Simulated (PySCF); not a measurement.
Geometry:
```tsv
atom	x (Å)	y (Å)	z (Å)
S1	-1.629	0.167	-0.013
B2	-0.017	0.103	-0.008
Cl3	1.669	0.035	-0.004
```

Geometry: PBE0-D3(BJ)/def2-SVP; GIAO shifts from PySCF, gas phase, non-relativistic, averaged over equivalent atoms.

At PBE0/pcSseg-1 (65 basis functions, 2.4 s wall time on 1 thread of an Arm Neoverse V1, shared host):
```csv
atoms,δ (ppm)
S1,-109.6
B2,39.1
Cl3,86.6
```

δ = σ(ref) − σ, references computed at the same level: CS2 for 33S (495.66 ppm); BF3·OEt2 for 11B (100.73 ppm); 35Cl (943.27 ppm) against HCl.

**Question.** Predict the values at wB97X-D/pcSseg-2 on the same geometry.

**Answer.** 
```csv
atoms,δ at wB97X-D/pcSseg-2,change
S1,-112.1,-2.5
B2,41.8,+2.7
Cl3,70.1,-16.5
```

Scale: CS2 for 33S (σ = 499.87 ppm); 11B (σ = 99.96 ppm) against BF3·OEt2; HCl for 35Cl (σ = 935.79 ppm) (reference shieldings calculated alike).

The largest change is at Cl3 (chlorine bonded to B). Cost: 122 basis functions, 3.9 s wall time on 1 thread of an Arm Neoverse V1, shared host.
